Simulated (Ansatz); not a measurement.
in.yaml

```yaml
crystal:
  periodic: [false, false, false]
  atoms:
    - {symbol: Be, position_ang: [0.000000, 0.000000, -0.817237]}
    - {symbol: Be, position_ang: [0.000000, 0.000000, -2.965526]}
    - {symbol: H, position_ang: [0.000000, 0.000000, 3.782763]}
basis:
  gaussian: {orbitals: cc-pVDZ}
magnetization: {spin_polarized: false, initial_magnetization: 1}
correlation: {method: fic_nevpt4_sd, electrons: outside_noble_gas, active_space: {window: {electrons: 5, orbitals: 9}, shells: [{species: Be, l: s, shell: 2}, {species: Be, l: p, shell: 2}, {species: H, l: s, shell: 1}]}}
```

```sh
$ ansatz run in.yaml --threads 1 --pin off --events-out ev --progress --plain --max-ram 2393MiB
```

Roughly how long does this take on 1 thread of Arm Neoverse V1, shared host, and how much host memory?

4.4 s wall and 0.32 GiB.

```
554 factors; integrals over basis functions are off by at most 1.1e-7 eV
mean field evaluation 1: about -800.2449 eV, gradient 1.2e1 eV
mean field evaluation 2: about -800.2547 eV, gradient 1.2e1 eV
mean field evaluation 4: about -801.2946 eV, gradient 8.9e0 eV
mean field evaluation 8: about -805.6414 eV, gradient 4.0e0 eV
mean field evaluation 16: about -805.9740 eV, gradient 1.8e-1 eV
mean field evaluation 32: about -805.3992 eV, gradient 4.4e0 eV
mean field -805.97453793 eV, -29.6190179598 hartree, gradient 6.8e-6 eV, S^2 0.750000; 1 other end points of the search recorded, 0 dependent functions left out
reference -805.97453793 eV, -29.6190179598 hartree; 5, 4 occupied and 28, 29 virtual orbitals, 554 factors
state -808.47234293 eV, -29.7108106005 hartree
state -808.47234293 eV, -29.7108106005 hartree; corrected -808.91439497 eV, -29.7270557132 hartree
Total energy: -808.91439497 eV, -29.7270557132 hartree
Checks for a lower state left out: starts, orbital_swaps
```

For the same geometry and basis full CI lies 24.4 meV lower.
